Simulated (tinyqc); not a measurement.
Worked calculation: UHF in the sto-6g basis, for BH, spin multiplicity 3. One step of it, computed by the program tinyqc.

Problem. Iteration 4: building the Fock matrix. J_ij = sum D_kl (ij|kl) with D = D(alpha) + D(beta), K_ij = sum D_kl (ik|jl) for each spin; F = H + J - K(s); E = tr D H + tr D J / 2 - 0.5 sum_s tr D(s) K(s) + E_nn.

D(alpha) after iteration 3, lower triangle:
```
            1B 1s      1B 2s     1B 2px    1B 2py    1B 2pz     2H 1s
1B 1s    1.073438
1B 2s   -0.278689   1.060259
1B 2px   0.000000   0.000000   0.977361
1B 2py   0.000000   0.000000  -0.148750  0.022639
1B 2pz   0.050260  -0.188849   0.000000  0.000000  0.084412
2H 1s    0.013551  -0.101027   0.000000  0.000000  0.226021  0.862154
```

D(beta) after iteration 3, lower triangle:
```
            1B 1s     1B 2s    1B 2px    1B 2py    1B 2pz     2H 1s
1B 1s    1.058709
1B 2s   -0.221150  0.834859
1B 2px   0.000000  0.000000  0.000000
1B 2py   0.000000  0.000000  0.000000  0.000000
1B 2pz  -0.040175  0.143952  0.000000  0.000000  0.024825
2H 1s   -0.075868  0.260497  0.000000  0.000000  0.044931  0.081329
```

core Hamiltonian H = T + V (hartree), lower triangle:
```
             1B 1s      1B 2s     1B 2px     1B 2py     1B 2pz      2H 1s
1B 1s   -12.721969
1B 2s    -3.151574  -3.652631
1B 2px    0.000000   0.000000  -2.888227
1B 2py    0.000000   0.000000   0.000000  -2.888227
1B 2pz   -0.007607  -0.073197   0.000000   0.000000  -2.929348
2H 1s    -0.161362  -0.561575   0.000000   0.000000  -0.619244  -1.857504
```

Two-electron integrals (ij|kl) in chemists' order, unique and non-zero (hartree):
```
(11|11) 2.924993   (21|11) 0.480756   (21|21) 0.099484   (22|11) 0.743449
(22|21) 0.188967   (22|22) 0.544922   (31|31) 0.021096   (32|31) 0.030854
(32|32) 0.120443   (33|11) 0.743450   (33|21) 0.188967   (33|22) 0.544922
(33|33) 0.587109   (41|41) 0.021096   (42|41) 0.030854   (42|42) 0.120443
(43|43) 0.031641   (44|11) 0.743450   (44|21) 0.188967   (44|22) 0.544922
(44|33) 0.523827   (44|44) 0.587109   (51|51) 0.021096   (52|51) 0.030854
(52|52) 0.120443   (53|53) 0.031641   (54|54) 0.031641   (55|11) 0.743450
(55|21) 0.188967   (55|22) 0.544922   (55|33) 0.523827   (55|44) 0.523827
(55|55) 0.587109   (61|11) 0.024947   (61|21) 0.005019   (61|22) 0.009515
(61|33) 0.009465   (61|44) 0.009465   (61|51) 0.000399   (61|52) 0.000777
(61|55) 0.009615   (61|61) 0.000263   (62|11) 0.088283   (62|21) 0.023003
(62|22) 0.076773   (62|33) 0.074432   (62|44) 0.074432   (62|51) 0.002597
(62|52) 0.017480   (62|55) 0.081456   (62|61) 0.001245   (62|62) 0.018233
(63|31) 0.001931   (63|32) 0.009756   (63|53) 0.002939   (63|63) 0.001532
(64|41) 0.001931   (64|42) 0.009756   (64|54) 0.002939   (64|64) 0.001532
(65|11) 0.095916   (65|21) 0.025251   (65|22) 0.088078   (65|33) 0.083864
(65|44) 0.083864   (65|51) 0.004262   (65|52) 0.027361   (65|55) 0.096505
(65|61) 0.001413   (65|62) 0.024145   (65|65) 0.032902   (66|11) 0.277268
(66|21) 0.073422   (66|22) 0.274825   (66|33) 0.262753   (66|44) 0.262753
(66|51) 0.007533   (66|52) 0.069839   (66|55) 0.298970   (66|61) 0.003982
(66|62) 0.094775   (66|65) 0.134206   (66|66) 0.774999
```

nuclear repulsion = 1.38745991 hartree

Give: Coulomb J; exchange K(alpha); exchange K(beta); F(alpha); F(beta); total energy of this density.

Solution.

Coulomb J (hartree), lower triangle:
```
         1B 1s   1B 2s   1B 2px  1B 2py  1B 2pz   2H 1s
1B 1s   8.3281
1B 2s   1.5830  3.3637
1B 2px  0.0000  0.0000   3.3877
1B 2py  0.0000  0.0000  -0.0094  3.3273
1B 2pz  0.0079  0.0760   0.0000  0.0000  3.3760
2H 1s   0.0815  0.5007   0.0000  0.0000  0.5902  2.1616
```

exchange K(alpha) (hartree), lower triangle:
```
          1B 1s    1B 2s   1B 2px  1B 2py  1B 2pz   2H 1s
1B 1s    3.0003
1B 2s    0.5148   0.7186
1B 2px   0.0000   0.0000   0.7111
1B 2py   0.0000   0.0000  -0.0826  0.1808
1B 2pz  -0.0001  -0.0795   0.0000  0.0000  0.2809
2H 1s    0.0287   0.1455   0.0000  0.0000  0.1906  0.7240
```

exchange K(beta) (hartree), lower triangle:
```
         1B 1s   1B 2s  1B 2px  1B 2py  1B 2pz   2H 1s
1B 1s   2.9665
1B 2s   0.4827  0.5192
1B 2px  0.0000  0.0000  0.1152
1B 2py  0.0000  0.0000  0.0000  0.1152
1B 2pz  0.0011  0.1192  0.0000  0.0000  0.1488
2H 1s   0.0243  0.1597  0.0000  0.0000  0.0814  0.1465
```

F(alpha) (hartree), lower triangle:
```
          1B 1s    1B 2s   1B 2px  1B 2py   1B 2pz    2H 1s
1B 1s   -7.3941
1B 2s   -2.0834  -1.0075
1B 2px   0.0000   0.0000  -0.2116
1B 2py   0.0000   0.0000   0.0732  0.2583
1B 2pz   0.0003   0.0823   0.0000  0.0000   0.1658
2H 1s   -0.1085  -0.2064   0.0000  0.0000  -0.2196  -0.4200
```

F(beta) (hartree), lower triangle:
```
          1B 1s    1B 2s   1B 2px  1B 2py   1B 2pz   2H 1s
1B 1s   -7.3604
1B 2s   -2.0513  -0.8082
1B 2px   0.0000   0.0000   0.3843
1B 2py   0.0000   0.0000  -0.0094  0.3239
1B 2pz  -0.0009  -0.1164   0.0000  0.0000   0.2979
2H 1s   -0.1042  -0.2205   0.0000  0.0000  -0.1105  0.1576
```

total energy of this density = -24.879657 hartree
